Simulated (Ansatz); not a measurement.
# Worked example: correlation energy of HAlB, doublet

Geometry: a point of a breathe scan, not a stationary point.

```csv
atom,x (Å),y (Å),z (Å)
B,0.0000,-0.2747,3.0000
Al,0.0000,0.1916,-1.0832
H,0.0000,-2.1822,-3.1825
```

Basis 6-31G; Ansatz 0.2.0. Only valence electrons are correlated (noble-gas cores frozen), which leaves 7 electrons in 18 orbitals. R marks a restricted (for open shells ROHF) determinant.

Full CI is exact within this basis and frozen core; it isn't the basis-set limit.

Runs differ by some tens of microhartree through their thresholds and, for an open shell, their frozen cores, so steps under 0.03 kcal/mol mean nothing.

| level | total energy (hartree) |
| --- | --- |
| RHF | -266.847004 |
| RMP2 | -266.913751 |
| RCCSD | -266.968019 |
| RCCSD(T) | -266.969686 |
| RCCSDT | -266.970353 |
| RCCSDT(Q) | -266.970440 |
| RCCSDTQ | -266.970517 |
| full CI | -266.970521 |

**Question.** What is the correlation energy at full CI, and what share of it do RMP2 and RCCSDT recover?

**Answer.** E(corr) = -266.970521 − (-266.847004) = -0.123517 hartree = -3.361 eV. RMP2: -0.066747 / -0.123517 = 54.04 %. RCCSDT: -0.123349 / -0.123517 = 99.86 %.

**Question.** By how many kcal/mol does RCCSD(T) miss full CI (1 hartree = 627.509 kcal/mol), and which steps make up the rest?

**Answer.** -266.969686 − (-266.970521) = 0.000835 hartree = 0.52 kcal/mol. Steps: RCCSDT − RCCSD(T) = -0.42, RCCSDT(Q) − RCCSDT = -0.05, RCCSDTQ − RCCSDT(Q) = -0.05, full CI − RCCSDTQ = 0.00 kcal/mol. That is within 1 kcal/mol of the reference in this basis, which itself misses far more of the correlation at the basis-set limit.
